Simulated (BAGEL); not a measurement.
**C2F3N (trifluoromethylisocyanide): how far must the basis set go?**

C2F3N: 6 atoms, total charge 0, spin state singlet. As SMILES, `[C-]#[N+]C(F)(F)F`. The shape is that of a PBE0-D4/def2-TZVP optimisation.

```xyz
6

C     0.8479   -1.7386    0.9061
N     0.3840   -0.7868    0.4103
C    -0.1726    0.3539   -0.1844
F    -1.2912    0.0370   -0.8164
F     0.6778    0.8735   -1.0550
F    -0.4459    1.2609    0.7395
```

Program: BAGEL 1.2.2. Method: CIS (density fitting with tzvpp-jkfit, property excitation energy). Swept: basis set. Watched: the lowest excitation energy. Each run: excited states. Hardware: 1 thread of Intel Xeon at 2.30GHz, shared host.

The last row is the best point of the sweep, not the limit.

```csv
basis set,basis functions,value (eV),from the best (eV),wall time
pcseg-0,54,8.6853,+0.3023,1.2 s
pcseg-1,84,8.5224,+0.1394,1.9 s
aug-pcseg-1,138,8.3929,+0.0100,4.2 s
pcseg-2,180,8.3829,0.0000,4.8 s
```

Over the sweep the value spans 0.3023 eV.
